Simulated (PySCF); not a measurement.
## Core-level binding energies of B(NH2Me)H3

Species: B(NH2Me)H3, CH8BN.
Bonds: B1–N2, N2–C3. Hydrogens: H9, H10, H11 on B1; H4, H5 on N2; H6, H7, H8 on C3.

Level of theory: delta-SCF UKS SCAN, pcX-2 on the ionised atom, pcseg-1 elsewhere, spin-free X2C in PySCF. Binding energies are ΔSCF values: E(core-ionised, relaxed orbitals) − E(ground state) at a fixed geometry, referred to the vacuum level.

**Question.** What binding energy does each computed site have?

**Answer.** 
```
atom(s)                      environment  level  binding energy (eV)  count
     B1        boron bonded to N and 3 H   B 1s               193.71      1
     N2  nitrogen bonded to B, C and 2 H   N 1s               407.68      1
     C3       carbon bonded to N and 3 H   C 1s               292.62      1
```

**Question.** Which effective nuclear charge Zeff reproduces each element's mean 1s value in the hydrogen-like formula E = 13.606 eV × Zeff²?

**Answer.** B (Z = 5): mean 193.7 eV, Zeff = 3.77, Z − Zeff = 1.23; C (Z = 6): mean 292.6 eV, Zeff = 4.64, Z − Zeff = 1.36; N (Z = 7): mean 407.7 eV, Zeff = 5.47, Z − Zeff = 1.53. Means run over the listed sites, weighted by atom count.

Isolated species at its PBE0-D3(BJ)/def2-SVP geometry, gas phase.
